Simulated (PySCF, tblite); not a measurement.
Compound: F2OS.
SMILES with atom numbers: `[O:1]=[S:2]([F:3])[F:4]`

Cartesian coordinates in Å at the GFN2-xTB level; atoms count from 1:
```
atom  x, y, z in Å
O1     1.3927   -0.1008   -0.1697
S2     0.1600   -0.0103    0.5083
F3    -0.6835    1.2548   -0.1813
F4    -0.8590   -1.1389   -0.1802
```

Computed with PBE0/pcSseg-1 in PySCF (dipole) on a GFN2-xTB geometry, gas phase.

Take the most abundant isotopes and a rigid rotor. 

(1) What are A, B and C (MHz)?

(2) Classify the top.

(3) Is it planar, by Δ = Ic − Ia − Ib?

(4) Which types of transition are allowed, and where do some lines up to J = 3 fall?

(5) Estimate the classical rotational partition function at 25 K, 100 K and 298.15 K.

## Answers

(1) Ia = 63.77, Ib = 64.14, Ic = 109.82 u·Å²; 505379 MHz·u·Å²/I gives A = 7925, B = 7879, C = 4602 MHz.

(2) A near-oblate asymmetric top; Ray's κ = 0.972.

(3) Not planar: Δ = Ic − Ia − Ib = -18.09 u·Å². For a rigid frame Δ = −2 Σ m c², so Σ m c² = 9.05 u·Å² lies off the ab plane. The atom farthest from that plane is 0.41 Å away.

(4) The dipole components are |μa| = 0.29 D, |μb| = 0.00 D, |μc| = 1.96 D; the mirror of this Cs structure is the ac plane, so μb vanishes by symmetry and there are no b-type lines. The squared components, which scale the intensities, stand as 0.02 : 1.00 (a : c). Some lines, for components of 0.1 D or more:

```
type  branch         J(Ka,Kc)    MHz  lower level (cm⁻¹)
   a       Q  3(3,0) ← 3(3,1)   3164               3.058
   a       Q  1(1,0) ← 1(1,1)   3277               0.418
   a       Q  3(2,1) ← 3(2,2)   9763               2.723
   a       Q  2(1,1) ← 2(1,2)   9832               1.141
   c       R  1(1,0) ← 0(0,0)  15804               0.000
   a       R  2(0,2) ← 1(0,1)  21731               0.416
   a       R  2(1,1) ← 1(1,0)  28239               0.527
   a       R  3(1,3) ← 2(1,2)  30912               1.141
   a       R  3(0,3) ← 2(0,2)  30912               1.141
   c       R  2(1,1) ← 1(0,1)  31563               0.416
   c       R  2(2,1) ← 1(1,1)  31655               0.418
   a       R  3(2,2) ← 2(2,1)  37443               1.474
   a       R  3(1,2) ← 2(1,1)  37580               1.469
   c       R  3(2,1) ← 2(1,1)  47344               1.469
   c       R  3(1,2) ← 2(0,2)  47412               1.141
   c       R  3(2,2) ← 2(1,2)  47413               1.141
   c       R  3(3,0) ← 2(2,0)  47415               1.582
   c       R  3(3,1) ← 2(2,1)  47483               1.474
```

(5) Point group Cs, symmetry number σ = 1; q = (√π/σ)·√((kT/h)³/(ABC)), k/h = 20836.6 MHz/K: 1240 at 25 K, 9940 at 100 K, 51200 at 298.15 K.

Its GFN2-xTB frequencies are all real (lowest 252 cm⁻¹). Constants of a rigid frame at the computed geometry: no zero-point averaging, no centrifugal distortion.

On an x86-64 server with one thread, no GPU, on a shared host, this took 2.4 s of wall time. This is the PBE0/pcSseg-1 job that gave the dipole, with the shieldings it also computed.
